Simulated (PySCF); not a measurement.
**Computed data sheet: `C/C=N/C(C)C`**

C5H11N.
Atom-mapped SMILES: `[CH3:1]/[CH:2]=[N:3]/[CH:4]([CH3:5])[CH3:6]` (hydrogens: H7, H8, H9 on C1; H10 on C2; H11 on C4; H12, H13, H14 on C5; H15, H16, H17 on C6)

Geometry (PBE0-D3(BJ)/def2-SVP, Å), atoms numbered from 1 in this order:
```
atom  x, y, z in Å
C1     2.784   -0.436    0.080
C2     1.335   -0.361   -0.267
N3     0.447   -0.049    0.577
C4    -0.935   -0.005    0.150
C5    -1.733   -1.021    0.959
C6    -1.466    1.409    0.346
H7     2.932   -0.197    1.141
H8     3.181   -1.444   -0.127
H9     3.367    0.266   -0.538
H10    1.066   -0.597   -1.321
H11   -1.021   -0.268   -0.928
H12   -1.638   -0.807    2.035
H13   -2.799   -0.988    0.687
H14   -1.362   -2.042    0.783
H15   -2.529    1.471    0.069
H16   -0.904    2.128   -0.269
H17   -1.359    1.710    1.400
```

Among its groups: imine.

From PBE0-D3(BJ)/def2-SVP geometry optimisation, gas phase (PySCF):

```yaml
Point_group: Cs
Rotational_constants_A_B_C: 7.200, 1.892, 1.638 GHz
```

From CAM-B3LYP/def2-SVPD ground state and vertical TDDFT (core frozen in the response) (PySCF):

```yaml
Dipole_moment: 1.51 D
HOMO_energy: -8.61 eV
LUMO_energy: 1.20 eV
HOMO–LUMO_gap: 9.81 eV
Lowest_singlet_excitation: 5.24 eV (236 nm, f = 0.001)
Strongest_line_among_the_6_lowest_singlet_transitions: S3 at 7.82 eV (159 nm, f = 0.259)
Static_isotropic_polarisability: 73.2 au
Electronic_spatial_extent_⟨r²⟩_about_the_centre_of_nuclear_charge: 810 bohr²
```

Monoisotopic mass from the formula: 85.0891 u.

In wavenumbers S1 is 42300 cm⁻¹ (1 eV = 8065.54 cm⁻¹). No computed singlet falls in the visible range (750 to 380 nm, 1.65 to 3.26 eV); S1 lies 1.98 eV above its blue end. The principal polarisabilities are 64.0, 64.6 and 91.1 au; their mean is the isotropic value. The polarisability is 10.85 Å³ as a volume (1 au = 0.148185 Å³), or 1.53 au for each of the 48 electrons. The rotational constants make it an asymmetric top with κ = (2B − A − C)/(A − C) = -0.91, nearer the prolate limit (−1). With B = h/(8π²I), that is 505.379 GHz u Å² over I, the principal moments of inertia are 70.2, 267.1 and 308.6 u Å² (most abundant isotopes); the inertial defect Ic − Ia − Ib is -28.7 u Å² (zero for a rigid planar frame, negative otherwise). The largest Löwdin shares of the HOMO are 0.58 on N3, 0.12 on C2, 0.11 on C4 and 0.05 on H10.

One conformer stands for the species.
